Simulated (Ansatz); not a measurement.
**CH5AlSi: a ladder of functionals and wavefunction methods**

How much do the methods differ for CH5AlSi? The plan is to run it at one geometry with functionals of several rungs and with coupled cluster, and see how far each lands from CCSD(T) at the basis-set limit for the atomisation energy.

Computed with Ansatz 0.2.0, Gaussian basis. Level: functionals in def2-TZVPP, the program's frozen cores in correlated methods.

The runs, in order: LDA (SPW92), PBE-D4, revPBE-D4, BLYP-D4, r2SCAN-D4, B97M-V, PBE0-D4, B3LYP-D4, r2SCANh-D4, r2SCAN0-D4, HSE06-D4, BHLYP-D4, CAM-B3LYP-D4, LC-ωPBE, ωB97X-V, ωB97M-V, B2PLYP, PBE-QIDH; CCSD(T)/def2-SVP; CCSD(T)/def2-TZVPP; MP2/def2-QZVPP; extrapolation to the limit; RPA on PBE.

1 further run of the same task is left out (it didn't finish).

**1. Structure used throughout**

The geometry comes from an earlier relaxation with PBE0-D4 in a triple-zeta def2 set; it is a stationary point, not always the lowest conformer.

SMILES `[CH2]1[AlH][SiH2]1`, 8 atoms, charge 0, spin multiplicity 1.

Atoms are counted from 1 here; the program's logs count them from 0.

Bond lengths: C1–Al2 1.951 Å, C1–Si3 1.924 Å, C1–H4 1.098 Å, C1–H5 1.089 Å, Al2–Si3 2.327 Å, Al2–H6 1.581 Å, Si3–H7 1.489 Å, Si3–H8 1.489 Å. Angles: Al2–C1–Si3 73.8°, Al2–C1–H4 109.8°, Al2–C1–H5 129.3°, Si3–C1–H4 111.0°, Si3–C1–H5 119.6°, H4–C1–H5 108.9°, C1–Al2–Si3 52.6°, C1–Al2–H6 142.0°, Si3–Al2–H6 165.4°, C1–Si3–Al2 53.6°, C1–Si3–H7 112.6°, C1–Si3–H8 117.3°, Al2–Si3–H7 118.3°, Al2–Si3–H8 130.9°, H7–Si3–H8 109.4°.

**2. LDA**

This LDA is Slater exchange with PW92 correlation.

File in.yaml:

```yaml
crystal:
  periodic: [false, false, false]
  atoms:
    - {symbol: C, position_ang: [-0.415229, 0.290210, -0.762469]}
    - {symbol: Al, position_ang: [0.095773, 1.187750, 0.892544]}
    - {symbol: Si, position_ang: [0.453746, -1.040187, 0.322816]}
    - {symbol: H, position_ang: [-1.501896, 0.134429, -0.781059]}
    - {symbol: H, position_ang: [-0.066379, 0.467803, -1.779065]}
    - {symbol: H, position_ang: [0.058049, 2.596665, 1.608671]}
    - {symbol: H, position_ang: [1.790796, -1.426309, -0.207033]}
    - {symbol: H, position_ang: [-0.322662, -2.267559, 0.649694]}
basis:
  gaussian: {orbitals: def2-TZVPP}
hamiltonian: {xc: lda}
output: {orbitals: {seedname: orbitals}}
```

Launch:

```
> ansatz run in.yaml --threads 2 --pin off --events-out ev --progress --plain --max-ram 4352MiB
```

After this run come: PBE-D4 (GGA); revPBE-D4 (GGA); BLYP-D4 (GGA); r2SCAN-D4 (meta-GGA); B97M-V (meta-GGA); B3LYP-D4 (hybrid); r2SCANh-D4 (hybrid); r2SCAN0-D4 (hybrid); HSE06-D4 (hybrid); BHLYP-D4 (hybrid); CAM-B3LYP-D4 (range-separated); LC-ωPBE (range-separated); ωB97X-V (range-separated); ωB97M-V (range-separated); B2PLYP (double hybrid); PBE-QIDH (double hybrid); CCSD(T) in def2-SVP; CCSD(T) in def2-TZVPP; MP2 in def2-QZVPP; RPA on PBE orbitals.

Before running them: what should the planned runs give, taken together? Wanted: atomisation energy, CCSD(T)/CBS; farthest beyond LDA; mean size of error, GGA; mean size of error, meta-GGA; mean size of error, hybrid; mean size of error, range-separated; mean size of error, double hybrid; gap, smallest and largest; T1 diagnostic.

The runs gave:

| quantity | value |
| --- | --- |
| atomisation energy, CCSD(T)/CBS | 24.842 eV |
| functionals within 0.124 eV (0.5 %) | PBE-D4, PBE0-D4, B3LYP-D4, r2SCANh-D4, r2SCAN0-D4, HSE06-D4, CAM-B3LYP-D4, ωB97M-V |
| farthest beyond LDA | BHLYP-D4 (-0.515 eV) |
| mean size of error, GGA | 0.270 eV |
| mean size of error, meta-GGA | 0.266 eV |
| mean size of error, hybrid | 0.160 eV |
| mean size of error, range-separated | 0.099 eV |
| mean size of error, double hybrid | 0.301 eV |
| gap, smallest and largest | 2.30 eV (LDA (SPW92)), 8.64 eV (LC-ωPBE) |
| T1 diagnostic | 0.0126 |
| triples share of the correlation energy | 4.0 % |

LDA overbinds by 2.991 eV (12 %). PBE-D4 is off by +0.065 eV. Double hybrids carry the basis error of their MP2 part in triple zeta, and no dispersion term here, so their miss is partly the set-up's. Taken by rung, range-separated functionals do best (0.099 eV on average) and double hybrid ones worst beyond LDA (0.301 eV). The gap between the best rungs is small, so their order is not settled. Misses under about 0.124 eV are within the doubt on the reference itself, which lacks core-valence correlation, relativity and higher excitations. Hartree-Fock recovers 74 % of the binding; the rest is correlation. CCSD(T) in def2-SVP is off by -1.548 eV, so the small basis spoils what the method gains. The gap grows from 2.3 to 8.6 eV across the functionals, mostly with the share of exact exchange.
